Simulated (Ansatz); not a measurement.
**Rock-salt ZrC**

Method: PBEsol (plane waves, PAW; Ansatz, a first-principles code).

Run with plane-wave cutoff 500 eV, 14×14×1 k mesh (along the axes of the cell as run), Fermi–Dirac smearing 0.05 eV, scalar-relativistic PAW data made under PBE.

Cell: relaxed at this level.

| Property | Result |
|---|---|
| surface energy of the (100) face | 1.82 J/m² |
| work function of the (100) face | 4.14 eV |

The slab of 12 atoms is relaxed and unreconstructed.

Static lattice: no zero-point or thermal effects.

Computing time: very roughly 6 core-minutes.
